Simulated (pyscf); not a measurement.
H₃C–Sb(CH₃)–CH₃ (SMILES [CH3][Sb]([CH3])[CH3]) + CH₃• (SMILES [CH3]) → H₃C–Sb•–CH₃ (SMILES [CH3][Sb][CH3]) + H₃C–CH₃ (SMILES CC) (substitution at C; doublet surface; C–Sb broken, C–C formed). Single points on ωB97X-D3(BJ)/def2-SVP structures (PySCF, gas phase). Energies in kcal/mol from the separated reactants.

```
level                   barrier  reaction energy
----------------------  -------  ---------------
ωB97X-D3(BJ)/def2-TZVP     23.8            -32.3
PBE/def2-TZVP              14.0            -35.8
r²SCAN/def2-TZVP           18.3            -32.0
B3LYP-D3(BJ)/def2-TZVP        …                …
PBE0-D3(BJ)/def2-TZVP         …            -34.6
M06-2X/def2-TZVP           20.0            -40.0
```

Task: Complete the blanks.

Result: 
- B3LYP-D3(BJ)/def2-TZVP, barrier: 18.1
- B3LYP-D3(BJ)/def2-TZVP, reaction energy: -33.4
- PBE0-D3(BJ)/def2-TZVP, barrier: 18.6

The functionals in the table span 9.8 kcal/mol in this barrier, from PBE to ωB97X-D3(BJ)/def2-TZVP. This is the saddle that the search found; another between the same sides may lie lower. The angle at the attacked C is 176°. Elements past Kr carry the def2 core potentials, without spin-orbit coupling.
